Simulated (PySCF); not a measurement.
PySCF input (HF/aug-cc-pVTZ):

```python
import numpy as np, basis_set_exchange as bse
from pyscf import gto, scf, dft, df

basis = {'C': gto.basis.parse(bse.get_basis('aug-cc-pVTZ', elements=['C'], fmt='nwchem')), 'H': gto.basis.parse(bse.get_basis('aug-cc-pVTZ', elements=['H'], fmt='nwchem'))}
mol = gto.M(
    atom='''
    C    -0.00105023   -0.00044593    0.21807837
    C    -0.00682676   -0.00289863    1.41756777
    C     0.00595226    0.00252732   -1.23597935
    H    -0.01194066   -0.00506999    2.47946412
    H     0.01516829    1.02317495   -1.62370089
    H     0.88736845   -0.51296496   -1.62264162
    H    -0.87904773   -0.50023658   -1.63112234
    ''',
    basis=basis,
    charge=0,
    verbose=4,
    max_memory=8640,
)
mf = scf.RHF(mol)
mf = mf.density_fit(auxbasis=df.autoaux(mol))
mf.conv_tol = 1e-9
mf.max_cycle = 100
scf.hf.overlap_zero_eigenvalue_threshold = 1e-3
print('smallest overlap eigenvalue', np.linalg.eigvalsh(mol.intor('int1e_ovlp'))[0])
mf.kernel()
dip = mf.dip_moment()
```

Output:

```
PySCF version 2.14.0

[INPUT] verbose = 4
[INPUT] num. atoms = 7
[INPUT] num. electrons = 22
[INPUT] charge = 0
[INPUT] spin (= nelec alpha-beta = 2S) = 0
[INPUT] symmetry False subgroup None
[INPUT] Mole.unit = angstrom
[INPUT] Symbol           X                Y                Z      unit          X                Y                Z       unit  Magmom
[INPUT]  1 C     -0.001050230000  -0.000445930000   0.218078370000 AA   -0.001984647068  -0.000842685571   0.412108392992 Bohr   0.0
[INPUT]  2 C     -0.006826760000  -0.002898630000   1.417567770000 AA   -0.012900706718  -0.005477616836   2.678814848310 Bohr   0.0
[INPUT]  3 C      0.005952260000   0.002527320000  -1.235979350000 AA    0.011248141222   0.004775942629  -2.335662467118 Bohr   0.0
[INPUT]  4 H     -0.011940660000  -0.005069990000   2.479464120000 AA   -0.022564577147  -0.009580892554   4.685508122486 Bohr   0.0
[INPUT]  5 H      0.015168290000   1.023174950000  -1.623700890000 AA    0.028663913878   1.933520433016  -3.068349990313 Bohr   0.0
[INPUT]  6 H      0.887368450000  -0.512964960000  -1.622641620000 AA    1.676883342080  -0.969363285898  -3.066348260121 Bohr   0.0
[INPUT]  7 H     -0.879047730000  -0.500236580000  -1.631122340000 AA   -1.661159460121  -0.945310133689  -3.082374498260 Bohr   0.0

nuclear repulsion = 58.8966378686872
number of shells = 48
number of NR pGTOs = 274
number of NR cGTOs = 230
basis = {'C': [[0, [8236.0, 0.000531, 0.0, -0.000113, 0.0], [1235.0, 0.004108, 0.0, -0.000878, 0.0], [280.8, 0.021087, 0.0, -0.00454, 0.0], [79.27, 0.081853, 0.0, -0.018133, 0.0], [25.59, 0.234817, 0.0, -0.05576, 0.0], [8.997, 0.434401, 0.0, -0.126895, 0.0], [3.319, 0.346129, 0.0, -0.170352, 0.0], [0.9059, 0.039378, 1.0, 0.140382, 0.0], [0.3643, -0.008983, 0.0, 0.598684, 0.0], [0.1285, 0.002385, 0.0, 0.395389, 1.0]], [0, [0.04402, 1.0]], [1, [18.71, 0.0, 0.014031, 0.0], [4.133, 0.0, 0.086866, 0.0], [1.2, 0.0, 0.290216, 0.0], [0.3827, 1.0, 0.501008, 0.0], [0.1209, 0.0, 0.343406, 1.0]], [1, [0.03569, 1.0]], [2, [1.097, 1.0, 0.0], [0.318, 0.0, 1.0]], [2, [0.1, 1.0]], [3, [0.761, 1.0]], [3, [0.268, 1.0]]], 'H': [[0, [33.87, 0.0, 0.006068, 0.0], [5.095, 0.0, 0.045308, 0.0], [1.159, 0.0, 0.202822, 0.0], [0.3258, 1.0, 0.503903, 0.0], [0.1027, 0.0, 0.383421, 1.0]], [0, [0.02526, 1.0]], [1, [1.407, 1.0, 0.0], [0.388, 0.0, 1.0]], [1, [0.102, 1.0]], [2, [1.057, 1.0]], [2, [0.247, 1.0]]]}
ecp = {}
ETB for C: l = 0, exps = 0.07138 * 1.8^n , n = 0..15
ETB for C: l = 1, exps = 0.07138 * 1.8^n , n = 0..12
ETB for C: l = 2, exps = 0.07138 * 1.8^n , n = 0..11
ETB for C: l = 3, exps = 0.13569 * 2.2^n , n = 0..6
ETB for C: l = 4, exps = 0.2 * 2.2^n , n = 0..4
ETB for H: l = 0, exps = 0.05052 * 1.8^n , n = 0..12
ETB for H: l = 1, exps = 0.12725999999999998 * 2^n , n = 0..5
ETB for H: l = 2, exps = 0.204 * 2.2^n , n = 0..4
ETB for H: l = 3, exps = 0.349 * 2.2^n , n = 0..3
smallest overlap eigenvalue 5.915077798468022e-06

******** <class 'pyscf.df.df_jk.DFRHF'> ********
method = DFRHF
initial guess = minao
damping factor = 0
level_shift factor = 0
DIIS = <class 'pyscf.scf.diis.CDIIS'>
diis_start_cycle = 1
diis_space = 8
diis_damp = 0
SCF conv_tol = 1e-09
SCF conv_tol_grad = None
SCF max_cycles = 100
direct_scf = False
Set gradient conv threshold to 3.16228e-05
Initial guess from minao.
******** <class 'pyscf.df.df.DF'> ********
auxbasis = {'C': [[0, [np.float64(481.57520720416113), 1]], [0, [np.float64(267.54178178008954), 1]], [0, [np.float64(148.63432321116085), 1]], [0, [np.float64(82.57462400620048), 1]], [0, [np.float64(45.87479111455581), 1]], [0, [np.float64(25.485995063642118), 1]], [0, [np.float64(14.158886146467843), 1]], [0, [np.float64(7.866047859148802), 1]], [0, [np.float64(4.370026588416001), 1]], [0, [np.float64(2.4277925491200003), 1]], [0, [np.float64(1.3487736384000002), 1]], [0, [np.float64(0.749318688), 1]], [0, [np.float64(0.4162881600000001), 1]], [0, [np.float64(0.2312712), 1]], [0, [np.float64(0.12848400000000001), 1]], [0, [np.float64(0.07138), 1]], [1, [np.float64(82.57462400620048), 1]], [1, [np.float64(45.87479111455581), 1]], [1, [np.float64(25.485995063642118), 1]], [1, [np.float64(14.158886146467843), 1]], [1, [np.float64(7.866047859148802), 1]], [1, [np.float64(4.370026588416001), 1]], [1, [np.float64(2.4277925491200003), 1]], [1, [np.float64(1.3487736384000002), 1]], [1, [np.float64(0.749318688), 1]], [1, [np.float64(0.4162881600000001), 1]], [1, [np.float64(0.2312712), 1]], [1, [np.float64(0.12848400000000001), 1]], [1, [np.float64(0.07138), 1]], [2, [np.float64(45.87479111455581), 1]], [2, [np.float64(25.485995063642118), 1]], [2, [np.float64(14.158886146467843), 1]], [2, [np.float64(7.866047859148802), 1]], [2, [np.float64(4.370026588416001), 1]], [2, [np.float64(2.4277925491200003), 1]], [2, [np.float64(1.3487736384000002), 1]], [2, [np.float64(0.749318688), 1]], [2, [np.float64(0.4162881600000001), 1]], [2, [np.float64(0.2312712), 1]], [2, [np.float64(0.12848400000000001), 1]], [2, [np.float64(0.07138), 1]], [3, [np.float64(15.384519173760008), 1]], [3, [np.float64(6.9929632608000025), 1]], [3, [np.float64(3.178619664000001), 1]], [3, [np.float64(1.4448271200000005), 1]], [3, [np.float64(0.6567396000000001), 1]], [3, [np.float64(0.29851800000000006), 1]], [3, [np.float64(0.13569), 1]], [4, [np.float64(4.685120000000001), 1]], [4, [np.float64(2.129600000000001), 1]], [4, [np.float64(0.9680000000000002), 1]], [4, [np.float64(0.44000000000000006), 1]], [4, [np.float64(0.2), 1]]], 'H': [[0, [np.float64(58.443121389650436), 1]], [0, [np.float64(32.46840077202801), 1]], [0, [np.float64(18.038000428904454), 1]], [0, [np.float64(10.021111349391363), 1]], [0, [np.float64(5.567284082995202), 1]], [0, [np.float64(3.0929356016640006), 1]], [0, [np.float64(1.7182975564800003), 1]], [0, [np.float64(0.9546097536000001), 1]], [0, [np.float64(0.530338752), 1]], [0, [np.float64(0.29463264000000006), 1]], [0, [np.float64(0.16368480000000002), 1]], [0, [np.float64(0.090936), 1]], [0, [np.float64(0.05052), 1]], [1, [np.float64(4.0723199999999995), 1]], [1, [np.float64(2.0361599999999997), 1]], [1, [np.float64(1.0180799999999999), 1]], [1, [np.float64(0.5090399999999999), 1]], [1, [np.float64(0.25451999999999997), 1]], [1, [np.float64(0.12725999999999998), 1]], [2, [np.float64(4.778822400000001), 1]], [2, [np.float64(2.1721920000000003), 1]], [2, [np.float64(0.9873600000000001), 1]], [2, [np.float64(0.44880000000000003), 1]], [2, [np.float64(0.204), 1]], [3, [np.float64(3.716152000000001), 1]], [3, [np.float64(1.6891600000000002), 1]], [3, [np.float64(0.7678), 1]], [3, [np.float64(0.349), 1]]]}
init E= -116.328718012816

WARN: 17 small eigenvectors of overlap matrix removed because of linear dependency between AOs.

  HOMO = -0.284743699139521  LUMO = 0.0260301374039749  gap/eV = 8.45659
cycle= 1 E= -115.854543646826  delta_E= 0.474  |g|= 0.315  |ddm|= 5.62
  HOMO = -0.383049741105327  LUMO = 0.030044630062001  gap/eV = 11.24087
cycle= 2 E= -115.886616026487  delta_E= -0.0321  |g|= 0.111  |ddm|= 0.615
  HOMO = -0.389171124867366  LUMO = 0.0325562462825971  gap/eV = 11.47579
cycle= 3 E= -115.889631929532  delta_E= -0.00302  |g|= 0.0552  |ddm|= 0.212
  HOMO = -0.387225532043651  LUMO = 0.032222111253749  gap/eV = 11.41375
cycle= 4 E= -115.890452023508  delta_E= -0.00082  |g|= 0.0134  |ddm|= 0.0805
  HOMO = -0.386538698878631  LUMO = 0.032297473857994  gap/eV = 11.39711
cycle= 5 E= -115.890496114628  delta_E= -4.41e-05  |g|= 0.00222  |ddm|= 0.0187
  HOMO = -0.386864989780876  LUMO = 0.0322866562161114  gap/eV = 11.40570
cycle= 6 E= -115.890498280004  delta_E= -2.17e-06  |g|= 0.000425  |ddm|= 0.0044
  HOMO = -0.386775982421241  LUMO = 0.0322869845968727  gap/eV = 11.40328
cycle= 7 E= -115.890498397021  delta_E= -1.17e-07  |g|= 0.000112  |ddm|= 0.00106
  HOMO = -0.386810367160833  LUMO = 0.0322862471294803  gap/eV = 11.40420
cycle= 8 E= -115.890498402815  delta_E= -5.79e-09  |g|= 2.5e-05  |ddm|= 0.000255
  HOMO = -0.386800489456242  LUMO = 0.0322860992090178  gap/eV = 11.40393
cycle= 9 E= -115.89049840314  delta_E= -3.25e-10  |g|= 5.19e-06  |ddm|= 6.34e-05
  HOMO = -0.38680049857988  LUMO = 0.0322860271869406  gap/eV = 11.40393
Extra cycle  E= -115.890498403156  delta_E= -1.54e-11  |g|= 2.12e-06  |ddm|= 1.05e-05
converged SCF energy = -115.890498403156
Dipole moment(X, Y, Z, Debye):  0.00391,  0.00166, -0.81089
```
